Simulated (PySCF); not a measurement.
Compound: phthalazine, C₈H₆N₂.
SMILES with atom numbers: `[cH:1]1[cH:2][cH:3][c:4]2[cH:5][n:6][n:7][cH:8][c:9]2[cH:10]1` (hydrogens: H11 on C1; H12 on C2; H13 on C3; H14 on C5; H15 on C8; H16 on C10)

The same species was optimised twice, with GFN2-xTB and with PBE0-D3(BJ)/def2-SVP (PySCF), and the same property calculations (PySCF, gas phase) were run on both structures.

```json
{"coordinate": "N6–N7 (Å)", "GFN2-xTB": "1.324", "PBE0-D3(BJ)/def2-SVP": "1.345", "change": "+0.021"}
{"coordinate": "C1–C2 (Å)", "GFN2-xTB": "1.405", "PBE0-D3(BJ)/def2-SVP": "1.414", "change": "+0.009"}
{"coordinate": "C2–C3 (Å)", "GFN2-xTB": "1.369", "PBE0-D3(BJ)/def2-SVP": "1.378", "change": "+0.009"}
{"coordinate": "C1–C10 (Å)", "GFN2-xTB": "1.369", "PBE0-D3(BJ)/def2-SVP": "1.378", "change": "+0.009"}
{"coordinate": "N7–C8 (Å)", "GFN2-xTB": "1.300", "PBE0-D3(BJ)/def2-SVP": "1.307", "change": "+0.007"}
{"coordinate": "C5–N6 (Å)", "GFN2-xTB": "1.300", "PBE0-D3(BJ)/def2-SVP": "1.307", "change": "+0.007"}
{"coordinate": "C9–C10 (Å)", "GFN2-xTB": "1.407", "PBE0-D3(BJ)/def2-SVP": "1.413", "change": "+0.006"}
{"coordinate": "C3–C4 (Å)", "GFN2-xTB": "1.407", "PBE0-D3(BJ)/def2-SVP": "1.413", "change": "+0.006"}
{"coordinate": "C4–C5 (Å)", "GFN2-xTB": "1.419", "PBE0-D3(BJ)/def2-SVP": "1.422", "change": "+0.003"}
{"coordinate": "C8–C9 (Å)", "GFN2-xTB": "1.419", "PBE0-D3(BJ)/def2-SVP": "1.422", "change": "+0.003"}
{"coordinate": "C4–C9 (Å)", "GFN2-xTB": "1.416", "PBE0-D3(BJ)/def2-SVP": "1.415", "change": "-0.001"}
{"coordinate": "C5–N6–N7 (°)", "GFN2-xTB": "120.6", "PBE0-D3(BJ)/def2-SVP": "120.0", "change": "-0.6"}
{"coordinate": "N6–N7–C8 (°)", "GFN2-xTB": "120.6", "PBE0-D3(BJ)/def2-SVP": "120.0", "change": "-0.6"}
{"coordinate": "C4–C5–N6 (°)", "GFN2-xTB": "123.7", "PBE0-D3(BJ)/def2-SVP": "124.3", "change": "+0.6"}
{"coordinate": "N7–C8–C9 (°)", "GFN2-xTB": "123.7", "PBE0-D3(BJ)/def2-SVP": "124.3", "change": "+0.6"}
{"coordinate": "C3–C4–C5 (°)", "GFN2-xTB": "124.7", "PBE0-D3(BJ)/def2-SVP": "124.5", "change": "-0.2"}
{"coordinate": "C3–C4–C9 (°)", "GFN2-xTB": "119.6", "PBE0-D3(BJ)/def2-SVP": "119.8", "change": "+0.2"}
{"coordinate": "C8–C9–C10 (°)", "GFN2-xTB": "124.7", "PBE0-D3(BJ)/def2-SVP": "124.5", "change": "-0.2"}
{"coordinate": "C4–C9–C10 (°)", "GFN2-xTB": "119.6", "PBE0-D3(BJ)/def2-SVP": "119.8", "change": "+0.2"}
```

Rotational constants: A = 3312, B = 1253, C = 909.2 MHz (GFN2-xTB) against A = 3280, B = 1240, C = 899.9 MHz (PBE0-D3(BJ)/def2-SVP). Point groups within 0.08 Å: C2v and C2v.

On the GFN2-xTB structure: HOMO (eV) -6.66 [PBE0/pcSseg-1]; LUMO (eV) -1.96 [PBE0/pcSseg-1]; dipole (D) 5.18 [PBE0/pcSseg-1]; GIAO shielding of C1/C2 (mean) (ppm) 50.1 [PBE0/pcSseg-1]; GIAO shielding of C3/C10 (mean) (ppm) 54.9 [PBE0/pcSseg-1]; GIAO shielding of C4/C9 (mean) (ppm) 57.1 [PBE0/pcSseg-1]; GIAO shielding of C5/C8 (mean) (ppm) 32.6 [PBE0/pcSseg-1]; GIAO shielding of N6/N7 (mean) (ppm) -169.2 [PBE0/pcSseg-1].

Problem. What do these properties become on the PBE0-D3(BJ)/def2-SVP structure?

Solution. 
```
                                    property          level  on GFN2-xTB  on PBE0-D3(BJ)/def2-SVP  change
                                   HOMO (eV)  PBE0/pcSseg-1        -6.66                    -6.82   -0.16
                                   LUMO (eV)  PBE0/pcSseg-1        -1.96                    -1.99   -0.03
                                  dipole (D)  PBE0/pcSseg-1         5.18                     5.24   +0.06
energy, GFN2-xTB geometry as zero (kcal/mol)  PBE0/pcSseg-1          0.0                     -0.5    -0.5
        GIAO shielding of C1/C2 (mean) (ppm)  PBE0/pcSseg-1         50.1                     47.4    -2.7
       GIAO shielding of C3/C10 (mean) (ppm)  PBE0/pcSseg-1         54.9                     52.6    -2.3
        GIAO shielding of C4/C9 (mean) (ppm)  PBE0/pcSseg-1         57.1                     56.4    -0.7
        GIAO shielding of C5/C8 (mean) (ppm)  PBE0/pcSseg-1         32.6                     29.7    -2.9
        GIAO shielding of N6/N7 (mean) (ppm)  PBE0/pcSseg-1       -169.2                   -174.8    -5.6
```

The heavy atoms differ by 0.011 Å rms after alignment. Among bonds between heavy atoms N6–N7 changes most (+0.021 Å). Changes are differences of the printed values. Neither structure is proved a minimum here.
